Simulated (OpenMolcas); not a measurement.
## What CH2P2 (SMILES P#CP) costs in OpenMolcas

CH2P2 has 5 atoms, charge 0, and is taken as a singlet. SMILES: `P#CP`. The shape is that of a GFN2-xTB optimisation.

```csv
atom,x (Å),y (Å),z (Å)
P,-0.1843,-1.5262,1.8555
C,-0.1794,-0.4633,0.7115
P,-0.3452,0.8380,-0.4454
H,-0.3139,0.0252,-1.5859
H,1.0227,1.1262,-0.5357
```

Program: OpenMolcas 26.06. Hardware: 1 thread of Arm Neoverse V2, shared host, so times are rough. Two-electron integrals are exact unless an approximation is named.

(1) Estimate their order by wall time, quickest first.
A. gradient at HF/STO-3G
B. gradient at PBE/pcseg-2, grid UltraFine
C. energy at SOS-MP2/6-311+G** (Cholesky decomposition), 11 core orbitals frozen

## Answers

(1) A (2.1 s), C (6.9 s), B (50 s).
